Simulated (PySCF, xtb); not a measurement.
hydrogen isocyanide (CHN), SMILES [C-]#[NH+].

Harmonic wavenumbers (cm⁻¹) from GFN2-xTB (xtb 6.7.1) at its own minimum, in rising order: 595, 595, 2181, 3543.

### Question
What does r2SCAN-D4/def2-TZVPD run with PySCF give at its own minimum? (An estimate is asked for; the answer gives what the named calculation found.)

### Answer
473, 473, 2091, 3784. Paired by order, the mean absolute difference is 144 cm⁻¹ and the zero-point energies are 9.9 and 9.8 kcal/mol.
